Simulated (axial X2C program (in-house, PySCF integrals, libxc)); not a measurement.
# SiN: cheaper levels and CCSD(T), two-component

Computed with an axial X2C code built on PySCF integrals. Two-component (2c) means X2C with spin–orbit coupling and atomic mean-field two-electron Coulomb and Gaunt terms. Basis: Si dyall-v3z [8s7p2d1f], N dyall-av3z [7s7p3d2f] (cores contracted in-house); Gaussian nuclei, density fitting, unrestricted open shells. Masses: Si 27.977 u, N 14.003 u.

State: Ω = 3/2 (⟨Sz⟩ = 0.50, ⟨Lz⟩ = 1.00 at HF); fragments Si + N.

```csv
level,Re (Å),ωe (cm⁻¹),De (eV)
PBE0,1.644,1061.9,4.18
CCSD,1.642,1074.7,3.79
B3LYP,1.648,1046.5,4.44
```

Correlated methods: 9 electrons correlated (number of frozen shells: Si 2 s, 1 p; N 1 s), 169 virtual spin orbitals or spinors in MP2, 90 natural virtuals in coupled cluster.

CCSD(T), same Hamiltonian and basis:

Re = 1.647 Å, ωe = 1065.0 cm⁻¹, De = 4.04 eV; T1 = 0.077 (Lee–Taylor normalisation).

Task: Give the differences from CCSD(T) in the columns below.

Result: 

```csv
level,ΔRe (Å),Δωe (cm⁻¹),ΔDe (eV)
PBE0,-0.003,-3,0.14
CCSD,-0.005,10,-0.25
B3LYP,0.001,-18,0.40
```

De is counted from the lowest determinant-based energies of the atoms at the same level, without counterpoise correction. Density functionals use the spin component along the axis (collinear). CCSD and (T) use frozen natural virtuals with an MP2 correction for the truncation; (T) itself is uncorrected, so its De runs slightly low. In 2c an atomic determinant is not the ground J level, so De misses part of the atomic spin–orbit lowering. This holds for PBE0, CCSD, B3LYP, CCSD(T). Without a current term, density functionals place determinants with orbital angular momentum somewhat too high. The state is one determinant with fixed occupations, lowest in a PBE0 search at one distance only: followed along the bond, the spin-free determinant M_S = 1/2, Λ = 0 reaches 0.18 eV lower at PBE0, at Re = 1.571 Å, so the state shown is not the lowest. The determinant is spin-polarised beyond a pure state at some levels (its spin-free form has ⟨S²⟩ too high), which makes Re and μ there less reliable. The T1 diagnostic is large, a sign of multireference character.
